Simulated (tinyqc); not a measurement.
Worked calculation: coupled-perturbed Hartree-Fock on RHF in the sto-3g basis, for NH3, spin multiplicity 1. One step of it, computed by the program tinyqc.

Question. Orthogonalisation. S = U s U^T; symmetric (Loewdin) form X = U s^(-1/2) U^T, so that X^T S X = 1.

overlap S, lower triangle:
```
           1N 1s     1N 2s     1N 2px     1N 2py     1N 2pz     2H 1s     3H 1s     4H 1s
1N 1s   1.000000
1N 2s   0.235038  1.000000
1N 2px  0.000000  0.000000   1.000000
1N 2py  0.000000  0.000000   0.000000   1.000000
1N 2pz  0.000000  0.000000   0.000000   0.000000   1.000000
2H 1s   0.050767  0.458604   0.403595   0.000000  -0.110959  1.000000
3H 1s   0.050698  0.458261  -0.201784   0.349316  -0.110844  0.166700  1.000000
4H 1s   0.050698  0.458261  -0.201784  -0.349316  -0.110844  0.166700  0.166659  1.000000
```

Give: eigenvalues of S; X.

Answer.

eigenvalues of S: 0.311  0.415  0.416  0.935  1.044  1.418  1.418  2.044

X, lower triangle:
```
         1N 1s   1N 2s  1N 2px  1N 2py  1N 2pz   2H 1s   3H 1s  4H 1s
1N 1s    1.025
1N 2s   -0.152   1.342
1N 2px   0.000   0.000   1.137
1N 2py   0.000   0.000   0.000   1.136
1N 2pz   0.007  -0.076   0.000   0.000   1.018
2H 1s    0.022  -0.289  -0.287   0.000   0.069   1.211
3H 1s    0.022  -0.289   0.143  -0.248   0.069  -0.044   1.210
4H 1s    0.022  -0.289   0.143   0.248   0.069  -0.044  -0.044  1.210
```
